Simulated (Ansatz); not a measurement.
Results of PBEsol in Ansatz (PAW) for rutile PbO₂.

A relaxed, unreconstructed slab of the (100) face has 18 atoms, two equal faces of 17.054 Å² each and an energy of -77243.1244 eV. A bulk cell of 6 atoms with the same orientation and in-plane k mesh has -25748.2988 eV. Energies are extrapolated to zero smearing.

Settings: plane-wave cutoff 500 eV, 10×14×1 k mesh (along the axes of the cell as run), Fermi–Dirac smearing 0.05 eV, scalar-relativistic PAW data made under PBE.

Worked out: γ = (E_slab − N E_bulk per atom)/2A = [-77243.1244 − 18 × (-25748.2988/6)]/(2 × 17.054) = 0.0520 eV/Å². With 16.022 J/m² per eV/Å² this is 0.83 J/m², or 0.89 eV per surface cell and face.

Ansatz is a first-principles code.
